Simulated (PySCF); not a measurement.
# A diatomic session: SiO

An exercise on one series of results from a longer session: the logs are not shown, and one member is left open.

Computed with PySCF 2.14.0. Level: Si aug-cc-pV(D+d)Z, O aug-cc-pVDZ, no relativity.

The first run:

Settings of the job:

```yaml
atoms: Si, O
charge: 0
basis: Si aug-cc-pV(D+d)Z, O aug-cc-pVDZ
Hamiltonian: no relativity
basis_functions: 55
electrons_treated: 22
masses_in_u: 27.9769, 15.9949
levels: PBE0, PBE, r²SCAN, PBEsol, TPSSh, PW91, HF, MP2, SCS-MP2, CCSD, CCSD(T)
grid: 80 radial by 434 angular points
occupations: held fixed by the projection of orbital angular momentum
dissociation_limit: Si + O, each in its ground configuration
starting_distance_in_angstrom: 1.715
values_of_2S_to_try: 0, 2, 4
```

Started as:

```sh
$ OMP_NUM_THREADS=1 python dia.py task.json out
```

Steps of the session up to this table: Set-up; PBE0 along the bond; Other states along the same grid; PBE (GGA); r²SCAN; PBEsol (GGA); TPSSh; PW91 (GGA); RHF (mean field); Adding correlation.

One of the session's tables, all rows but one given; the rest of the session is left out.

Energy (eV) from each level's lowest point:

```
R (Å)    RHF  RHF-MP2  RHF-SCS-MP2  RHF-CCSD  RHF-CCSD(T)
1.310  1.608    2.280        2.227       n/a          n/a
1.371  0.626    1.116        1.073     0.969        1.050
1.432  0.132    0.430        0.398     0.330        0.382
1.477  0.000    0.147        0.125     0.088        0.115
1.523      ?        ?            ?         ?            ?
1.569  0.167    0.000        0.000     0.033        0.003
1.630  0.501    0.116        0.132     0.218        0.145
1.706  1.077    0.415        0.453     0.611        0.476
1.797  1.910    0.915        0.979     1.231        1.010
1.919  3.134    1.723        1.820       n/a          n/a
```

Estimate the missing values for R (Å) = 1.523.

Worked estimate for «RHF». A straight line through the neighbours (1.477, 0.000) and (1.569, 0.167) gives 0.000 + (0.167 − 0.000) × (1.523 − 1.477) / (1.569 − 1.477) = 0.083; a parabola fitted to 4 rows on both sides gives 0.025.

**Answer.** RHF: 0.023; RHF-MP2: 0.015; RHF-SCS-MP2: 0.004; RHF-CCSD: 0.000; RHF-CCSD(T): 0.000. In «RHF» the line misses by +0.060 and the parabola by +0.002.

State 2 has its PBE0 minimum 3.79 eV higher. State 3 has its PBE0 minimum 6.90 eV higher. The other levels ran on the lowest alone.
